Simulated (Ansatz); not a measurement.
# How far each method lies from full CI for BCl⁺, doublet

Geometry: a PBE0/def2-TZVP stationary point for this spin.

```xyz
2

B     0.0000    0.0000    0.0000
Cl    0.0000    0.0000    1.5964
```

Basis 6-31G; Ansatz 0.2.0. Only valence electrons are correlated (noble-gas cores frozen), which leaves 9 electrons in 16 orbitals. R marks a restricted (for open shells ROHF) determinant, U an unrestricted one. Active spaces: valence = (9e, 8o) chosen from the atoms' valence shells.

Full CI is exact within this basis and frozen core; it isn't the basis-set limit. The frozen core follows each run's orbitals, which can shift R against U totals by a few meV.

For open shells CISD and CISDTQ are restricted-active-space CI with the open shells as a complete middle space.

The UHF ⟨S²⟩ is 0.767, the T1 diagnostic (RCCSD) is 0.0362 and the largest doubles amplitude (RCCSD) is 0.057. The T1 diagnostic (UCCSD) is 0.0295.

| level | E − E(RHF) (eV) |
| --- | --- |
| UHF | -0.0515 |
| RMP2 | -2.0964 |
| UMP2 | -2.1329 |
| RCCSD | -2.4331 |
| UCCSD | -2.4316 |
| RCCSD(T) | -2.5648 |
| UCCSD(T) | -2.5629 |

Problem. Estimate how far full CI in 6-31G lies from RCCSD(T). The table doesn't fix it; the size of (T) and the diagnostics are the guide.

Solution. Full CI in 6-31G lies 1.5 kJ/mol below RCCSD(T), which is 12 % of the (T) step (-12.7 kJ/mol). T1 is raised, but (T) still catches most of what CCSD lacks.

The other levels:

```csv
level,E − E(full CI) (kJ/mol),share of correlation (%),wall time
CISD,19.5,92.18,0.48 s
BCCD(T),1.4,99.44,0.39 s
RCCSDT,-1.2,100.46,–
UCCSDT,-1.1,100.43,–
CISDTQ,0.9,99.63,2.1 s
RCCSDT(Q),0.3,99.89,2.6 s
UCCSDT(Q),-0.6,100.23,2.3 s
RCCSDTQ,-0.3,100.14,20 s
UCCSDTQ,-0.3,100.13,20 s
CASSCF (valence space),74.1,70.22,–
NEVPT2 (valence space),19.9,92.00,1.8 s
MRCISD (valence space),1.6,99.38,–
MRCISD+Q (valence space),0.5,99.81,2.4 s
```

The correlation energy at full CI, counted from RHF, is -2.580 eV. That run took 14 s on 1 thread of Arm Neoverse V2, shared host over 1,989,600 determinants.

Times hold each run's SCF and search for its determinant on a shared host, so for small cases they say little of a method's own cost; they ran on 1 thread of Arm Neoverse V2.

More than 5 meV below full CI, which no variational method can be: RCCSDT, UCCSDT, UCCSDT(Q).

The full-CI state has the irrep A1 of C2v, in the program's axes (one component, if the state is degenerate).

Natural occupations of full CI about the gap: 1.993 1.964 1.956 1.956 0.996 0.045 0.045 0.024 0.006 0.005; effectively unpaired electrons, Σ n²(2−n)², 1.04.
